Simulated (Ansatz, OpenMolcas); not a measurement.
CF2 (SMILES F[C]F): methods side by side

CF2 has 3 atoms, charge 0, and is taken as a singlet. As SMILES, `F[C]F`. Geometry: relaxed at PBE0-D4/def2-TZVP.

```xyz
3

F     0.3163    0.9714    0.2816
C     0.3823   -0.3185    0.1752
F    -0.6986   -0.6529   -0.4567
```

Quantity: the energy change with the C2–F3 bond stretched from 1.296 to 1.944 Å, in eV. The values are calculated.

```csv
level,kind,program,value (eV),less CCSD(T)/def2-TZVPP
BLYP/def2-TZVPP (restricted),GGA,Ansatz,1.88,-0.65
TPSS/def2-TZVPP (restricted),meta-GGA,OpenMolcas,2.10,-0.43
r2SCAN/def2-TZVPP (restricted),meta-GGA,OpenMolcas,2.33,-0.20
BHLYP/def2-TZVPP (restricted),global hybrid,OpenMolcas,2.93,+0.40
CAM-B3LYP/def2-TZVPP (restricted),range-separated hybrid,Ansatz,2.66,+0.13
HSE06/def2-TZVPP (restricted),range-separated hybrid,Ansatz,2.62,+0.09
PBE-QIDH/def2-TZVPP (restricted),double hybrid,Ansatz,2.84,+0.31
CCSD(T)/def2-TZVPP (restricted),coupled cluster or CI,OpenMolcas,2.53,0.00
```

Differences are taken from CCSD(T)/def2-TZVPP (restricted) for orientation; it has basis-set and higher-order errors of its own. The first shape isn't each level's own minimum. The values span 1.88 to 2.93 eV.
